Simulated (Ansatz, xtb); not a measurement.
# CH4NO−: 4 structures ranked

4 gas-phase structures of CH4NO−, found in a search over its isomers (lower ones may exist). Each was relaxed with GFN2-xTB:

A. `CN[O-]`, a singlet
B. `N[CH-]O`, a singlet
C. `[NH-]CO`, a singlet
D. `NC[O-]`, a singlet

Task: Which do you expect lowest at r2SCAN-D4/def2-SVPD, and how would the others follow?

Result: Calculated order at r2SCAN-D4/def2-SVPD: D (0.0), C (94.7), B (183.3), A (189.8) kJ/mol.

Energies above the lowest of each column, in kJ/mol; the last columns are at PBE0-D3(BJ)/def2-SVPD geometries and were run for some of them only (a dash: not run or not comparable):

```json
{"structure": "D", "GFN2-xTB": "0.0", "HF/STO-3G": "0.0", "r2SCAN-D4/def2-SVPD": "0.0", "PBE0-D3(BJ)/def2-SVPD": "0.0", "CCSD(T)/def2-SVPD + ΔMP2/def2-TZVPPD": "0.0"}
{"structure": "C", "GFN2-xTB": "101.6", "HF/STO-3G": "27.4", "r2SCAN-D4/def2-SVPD": "94.7", "PBE0-D3(BJ)/def2-SVPD": "64.0", "CCSD(T)/def2-SVPD + ΔMP2/def2-TZVPPD": "50.6"}
{"structure": "B", "GFN2-xTB": "194.1", "HF/STO-3G": "43.5", "r2SCAN-D4/def2-SVPD": "183.3", "PBE0-D3(BJ)/def2-SVPD": "181.8", "CCSD(T)/def2-SVPD + ΔMP2/def2-TZVPPD": "170.6"}
{"structure": "A", "GFN2-xTB": "164.1", "HF/STO-3G": "97.4", "r2SCAN-D4/def2-SVPD": "189.8", "PBE0-D3(BJ)/def2-SVPD": "–", "CCSD(T)/def2-SVPD + ΔMP2/def2-TZVPPD": "–"}
```

Every level run on D puts it lowest or level with the lowest. Some further structures that were screened fall inside this span and aren't listed. Flexible structures stand in one conformer each, not always the lowest. Frequencies (PBE0-D3(BJ)/def2-SVPD) were run for B, C, D alone. Large T1 diagnostics make some coupled-cluster values less sure. ΔMP2 is the change of the MP2 energy from the smaller to the larger basis.

Over these structures GFN2-xTB departs from r2SCAN-D4/def2-SVPD by 11.9 kJ/mol on average once a common shift is removed. A GFN2-xTB relaxation took about 0.55 s and the r2SCAN-D4/def2-SVPD energy about 4.7 s on a shared host (Ansatz 0.2.0, xtb 6.7.1).
